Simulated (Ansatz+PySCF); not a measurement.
Values are calculated unless marked as measured or tabulated.
A run of PySCF 2.14.0 on triplet S₂ at this shape:

```xyz
2

S     0.0000    0.0000    0.9851
S     0.0000    0.0000   -0.9851
```

Its results:

```
Converged                       : yes
Reference energy                : -795.09400 hartree
Correlation energy              : -0.31678 hartree
Total energy                    : -795.41078 hartree
Spin squared of the determinant : 2.057
```

Problem. Which input gives this output? Name the method, the orbitals and the basis set, and write the input.

Solution. UHF-MP2 in cc-pV(T+d)Z.

```python
from pyscf import gto, scf, mp

# the (T+d) and (D+d) sets load through basis_set_exchange
mol = gto.M(atom="""
S 0.000000 0.000000 0.985110
S 0.000000 0.000000 -0.985110
""", basis='cc-pv(t+d)z', charge=0, spin=2)
mf = scf.UHF(mol)
mf.kernel()
pt = mp.MP2(mf, frozen=10).run()
print(mf.e_tot, pt.e_corr, pt.e_tot)
```
